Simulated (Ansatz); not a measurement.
Geometry optimisation, UKS r2SCAN-D4/cc-pVDZ in Ansatz.

input.yaml

```yaml
crystal:
  periodic: [false, false, false]
  atoms:
    - { symbol: B, position_ang: [0.0, 0.0, -0.357872] }
    - { symbol: H, position_ang: [0.0, 0.0, 2.025258] }
    - { symbol: H, position_ang: [1.099911, 0.0, -0.838362] }
    - { symbol: H, position_ang: [-1.099911, 0.0, -0.838362] }
    - { symbol: Cl, position_ang: [0.0, 0.0, 3.369337] }
magnetization:
  spin_polarized: true
  initial_magnetization: 1
basis:
  gaussian: { orbitals: cc-pVDZ }
hamiltonian:
  xc: r2scan
  dispersion: d4
relax:
  f_tol: 0.03
  max_steps: 50
output:
  orbitals: {}
```

Run as:

```bash
$ ansatz run input.yaml --threads 1 --pin off --max-ram 2048MiB --backend cpu --events-out ev --progress --plain --runs-dir out
```

Problem. Where does it end, and by what steps?

Solution. The run converged. After 9 steps the energy has fallen by 0.225 eV; H2 moved furthest, 0.69 Å. Joined: B1–H2 (2.38 → 1.32 Å).

| step | energy less start (eV) | largest force component (eV/Å) | accepted |
| --- | --- | --- | --- |
| 0 | 0.0000 | 0.772 | yes |
| 1 | -0.0621 | 0.305 | yes |
| 2 | -0.0800 | 1.167 | yes |
| 3 | -0.1253 | 0.479 | yes |
| 4 | -0.1755 | 0.780 | yes |
| 5 | -0.2045 | 0.438 | yes |
| 6 | -0.2235 | 0.222 | yes |
| 7 | -0.2246 | 0.057 | yes |
| 8 | -0.2249 | 0.067 | yes |
| 9 | -0.2253 | 0.002 | yes |

```xyz
5
Properties=species:S:1:pos:R:3
B 0.000 0.000 0.018
H 0.000 0.000 1.335
H 1.084 0.000 -0.494
H -1.084 0.000 -0.494
Cl 0.000 0.000 2.996
```

Whether the end is a true minimum wasn't checked by a vibrational analysis.

Time of the run: 9.8 s on 1 thread of AMD EPYC 9R45 96-Core Processor (Zen 5), on a shared host, peak memory 0.16 GiB.
